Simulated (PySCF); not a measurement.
# Vibration and rotation of SO⁻

UHF-CCSD(T) constants of SO⁻, ²Π (doublet), unpaired electrons π ↑ (PySCF, no relativity, basis sets S def2-TZVPPD, O def2-TZVPPD; masses 31.9721 and 15.9949 u):

```
ωe              : 918.8 cm⁻¹
ωexe            : 6.3 cm⁻¹
Be              : 0.63336 cm⁻¹
αe              : 0.00551 cm⁻¹
D (centrifugal) : 1.2e-06 cm⁻¹
```

Problem. Give the vibrational terms G(v) and spacings up to v = 6.

Solution. G(v) = ωe(v+½) − ωexe(v+½)².

| v | G(v) (cm⁻¹) | G(v) − G(v−1) | Bv (cm⁻¹) |
| --- | --- | --- | --- |
| 0 | 458 |  | 0.6306 |
| 1 | 1364 | 906 | 0.6251 |
| 2 | 2258 | 894 | 0.6196 |
| 3 | 3139 | 881 | 0.6141 |
| 4 | 4007 | 868 | 0.6086 |
| 5 | 4863 | 856 | 0.6031 |
| 6 | 5706 | 843 | 0.5975 |

Correlated steps freeze 6 core orbitals. The state was picked by a PBE0 search and need not be the measured ground state.
